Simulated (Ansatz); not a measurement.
# How methods differ on AlH3Cl− (SMILES [H][Al-]([H])([H])[Cl])

AlH3Cl−: 5 atoms, total charge -1, spin state singlet. SMILES: `[H][Al-]([H])([H])[Cl]`. Geometry: a GFN2-xTB relaxation, a rough one for these elements and not checked as a minimum.

```csv
atom,x (Å),y (Å),z (Å)
Al,-0.0024,0.0004,-0.1342
Cl,0.0138,-0.0184,1.9618
H,1.5321,0.0117,-0.6170
H,-0.7754,1.3344,-0.5904
H,-0.7681,-1.3281,-0.6202
```

Quantity: the energy change with the Al1–H4 bond stretched from 1.608 to 2.412 Å, in eV. The values are calculated.

| level | kind | program | value (eV) | less FCI/STO-3G |
| --- | --- | --- | --- | --- |
| HF/STO-3G (restricted) | Hartree–Fock | Ansatz | 3.88 | +0.61 |
| r2SCAN/STO-3G (restricted) | meta-GGA | Ansatz | 3.04 | -0.23 |
| B3LYP/STO-3G (restricted) | global hybrid | Ansatz | 3.05 | -0.22 |
| HSE06/STO-3G (restricted) | range-separated hybrid | Ansatz | 3.18 | -0.09 |
| B2PLYP/STO-3G (restricted) | double hybrid | Ansatz | 3.26 | -0.01 |
| RPA@PBE/STO-3G (restricted) | RPA | Ansatz | 3.05 | -0.22 |
| MP2/STO-3G (restricted) | perturbation theory | Ansatz | 3.52 | +0.25 |
| CCSDTQ/STO-3G (restricted) | coupled cluster or CI | Ansatz | 3.27 | 0.00 |
| FCI/STO-3G | exact in the basis | Ansatz | 3.27 | 0.00 |

FCI/STO-3G is exact within its basis and frozen core, so for wave-function methods in that basis the difference is their error; functionals converge differently with the basis, so for them it is only a difference. Spin-restricted single references rise too steeply as a bond breaks, Hartree–Fock most of all. Sets without diffuse functions describe the anion poorly. The first shape isn't each level's own minimum. The values span 3.04 to 3.88 eV. All rows use very small basis sets, so even the best lies far from the true value.
